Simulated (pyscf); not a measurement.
A first-order saddle from PySCF, ωB97X-D3(BJ)/def2-SVP:

```xyz
12

C      0.7490    -1.0528    -0.0152
Zn    -0.1552     1.0010    -0.0398
C     -0.1973     2.9501     0.0070
H     -0.9652    -1.1494    -0.0217
H      1.8121    -1.3318    -0.0576
H      0.6078    -0.4933     0.9447
H     -0.7972     3.3151     0.8570
H     -0.6494     3.3538    -0.9137
H      0.8146     3.3748     0.1005
O     -1.6906    -0.3901    -0.0599
H      0.5303    -0.5323    -0.9853
H     -2.2930    -0.5098     0.6841
```

Surface: singlet, charge 0. Lowest wavenumbers (cm⁻¹): 608i, 35, 111, 114, 287.

Q: What reaction is this the transition state of?

A: H₃C–Zn–CH₃ + H₂O ⇌ CH₄ + H₃C–Zn–OH, a four-centre exchange read from left to right: C–Zn, H–O broken and C–H, O–Zn formed. At ωB97M-D3(BJ)/def2-TZVP it lies +1.81 eV from the left side and +2.54 eV from the right (each side as separated species at their lowest minima found). On the reactant side the descent ends in a complex, 0.30 eV under the separated species and 2.13 eV under the saddle at ωB97X-D3(BJ)/def2-TZVP. This is the saddle that the search found; another between the same sides may lie lower. Elements up to Kr have no core potential and no relativistic terms here.
